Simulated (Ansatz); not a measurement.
Ideal-gas functions of CH$_{4}$F$_{2}$N$_{2}$, SMILES `NC(N)(F)F` at 500 K and 1 bar, from an Ansatz frequency run at PBE0-D4/def2-TZVP.

Molar mass 82.05 g/mol, point group C2 (symmetry number 2), electronic degeneracy 1, moments of inertia 92.927, 93.703, 98.31 u Å². Harmonic wavenumbers (cm⁻¹, unscaled): 300, 322, 377, 481, 529, 570, 577, 785, 813, 867, 961, 1052, 1241, 1347, 1417, 1638, 1647, 3568, 3569, 3663, 3665.

Use S(trans) = R[1.5 ln M + 2.5 ln T − 1.1517]; rotational temperatures θ = 24.2544 K / I; S(rot) = R[ln(√π/σ · √(T³/θAθBθC)) + 1.5]; for each mode x = 1.438777 ν̃/T, S = R[x/(eˣ − 1) − ln(1 − e⁻ˣ)] and H = RT x/(eˣ − 1); 1 cm⁻¹ = 0.0119627 kJ/mol; R = 8.31446 J/(mol·K).

Task: By hand: the entropy, in J/(mol·K).

Result: Translation 174.6. Rotation: θ = 0.261, 0.2588, 0.2467 K, giving 106.0. Vibration, mode by mode: 9.79, 9.24, 8.03, 6.25, 5.58, 5.07, 4.99, 3.11, 2.92, 2.58, 2.09, 1.69, 1.10, 0.86, 0.73, 0.43, 0.42, 0.00, 0.00, 0.00, 0.00, in all 64.9. Electronic 0.0. Sum 345.5 J/(mol·K).

Task: By hand: H − E and G − E in kJ/mol, counted from the electronic energy.

Result: Zero-point energy ½ × 29389 × 0.0119627 = 175.8; thermal vibration 20.3; translation, rotation and pV give 4 RT = 16.6. H − E = 212.7 kJ/mol, and G − E = 212.7 − 500 × 345.5/1000 = 40.0 kJ/mol.

Vibration gives 19 % of the entropy. The sum counts one conformer and one mirror image; others add a mixing term.
